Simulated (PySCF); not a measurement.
chlorine (Cl2), SMILES ClCl. Geometry: PBE0-D3(BJ)/def2-TZVPD.

TDDFT-LC-ωPBE/def2-TZVPD run with PySCF puts the lowest singlet excitations at 3.87, 3.87, 6.98, 6.98, 8.99, 8.99 eV and the lowest triplet (TDA) at 2.99 eV.

Problem. What are the lowest singlet roots from EOM-CCSD/aug-cc-pVDZ (PySCF)? (An estimate is asked for; the answer gives what the named calculation found.)

Solution. 3.99, 3.99, 6.88, 6.88, 8.77, 8.77 eV; triplets 3.17, 3.17, 6.25 eV. S1 differs by 0.12 eV (second minus first; roots are paired by order, and the bases may differ).
